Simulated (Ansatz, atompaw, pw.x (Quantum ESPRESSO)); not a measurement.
# pw.x on bcc Nb: one setting changed

Potential: PAW, atompaw 4.2.0.5, LDA (PW92); core [Kr], reference 4d4 5s1 5p0; waves: 5s (bound): rc 3.00 bohr; 5s channel at 0.9 Ry: rc 2.45 bohr; 5p (bound, empty): rc 3.00 bohr; 5p channel at 1.9 Ry: rc 3.00 bohr; 4d (bound): rc 2.95 bohr; 4d channel at 0.25 Ry: rc 3.00 bohr; local part: bessel scheme, radius 1.95 bohr; core correction: smooth core density matched at 2.30 bohr; augmentation: sinc compensation charge, radius 2.25 bohr; PAW radius 3.00 bohr; waves and projectors: custom rrkj gramschmidtortho.

The reference run (k-mesh 14³, cutoffs 40/400 Ry, Fermi–Dirac 0.01 Ry, mixing_beta 0.4, conv_thr 1e-9, no spin) gives -1.62 GPa at 17.208 Å³/atom, where all-electron LAPW gives -0.41 GPa. This run, with its own iteration cap, changes mixing_beta to 0.1.

```
&control
  calculation='scf', prefix='x', pseudo_dir='./', outdir='./tmp', tstress=.true., disk_io='none'
/
&system
  ibrav=0, nat=1, ntyp=1, ecutwfc=40, ecutrho=400, nbnd=9,
  occupations='smearing', smearing='fd', degauss=0.01
/
&electrons
  conv_thr=1e-09, mixing_beta=0.1, electron_maxstep=60
/
ATOMIC_SPECIES
Nb 1.0 Nb.UPF
CELL_PARAMETERS angstrom
  -1.62638541 1.62638541 1.62638541
  1.62638541 -1.62638541 1.62638541
  1.62638541 1.62638541 -1.62638541
ATOMIC_POSITIONS crystal
Nb 0.0000 0.0000 0.0000
K_POINTS automatic
14 14 14 0 0 0
```

```bash
pw.x < Nb.scf.in > Nb.scf.out
```

How does the run end?

It converges in 10 iterations; the free energy moves by +0.0 meV/atom and the pressure by +0.01 GPa. The result is that of the reference run.

```
Message from routine setup:
     using ibrav=0 with symmetry is DISCOURAGED, use correct ibrav instead
     lattice parameter (alat)  =       5.3233  a.u.
     unit-cell volume          =     116.1253 (a.u.)^3
     number of electrons       =         5.00
     number of Kohn-Sham states=            9
     kinetic-energy cutoff     =      40.0000  Ry
     charge density cutoff     =     400.0000  Ry
     scf convergence threshold =      1.0E-09
     Exchange-correlation= SLA PW NOGX NOGC
     number of k points=   104  Fermi-Dirac smearing, width (Ry)=  0.0100
     iteration #  1     ecut=    40.00 Ry     beta= 0.10
     total energy              =    -235.14805601 Ry
     estimated scf accuracy    <       0.05702292 Ry
     iteration #  2     ecut=    40.00 Ry     beta= 0.10
     total energy              =    -235.12601000 Ry
     estimated scf accuracy    <       0.04418660 Ry
     iteration #  3     ecut=    40.00 Ry     beta= 0.10
     total energy              =    -235.13465752 Ry
     estimated scf accuracy    <       0.00248605 Ry
     [... 4 iterations left out ...]
     iteration #  8     ecut=    40.00 Ry     beta= 0.10
     total energy              =    -235.13591639 Ry
     estimated scf accuracy    <       0.00000001 Ry
     iteration #  9     ecut=    40.00 Ry     beta= 0.10
     total energy              =    -235.13591636 Ry
     estimated scf accuracy    <       0.00000002 Ry
     iteration # 10     ecut=    40.00 Ry     beta= 0.10
     the Fermi energy is    11.2017 ev
!    total energy              =    -235.13591637 Ry
     estimated scf accuracy    <          2.6E-10 Ry
     smearing contrib. (-TS)   =      -0.00615297 Ry
     convergence has been achieved in  10 iterations
          total   stress  (Ry/bohr**3)                   (kbar)     P=      -16.16
     Message from routine punch:
     Nothing written, as per user request (disk_io='none')
```

The run took about 14 s on one core of a shared host (Intel(R) Xeon(R) Platinum 8488C, 192 threads, 744 GiB, load 108).
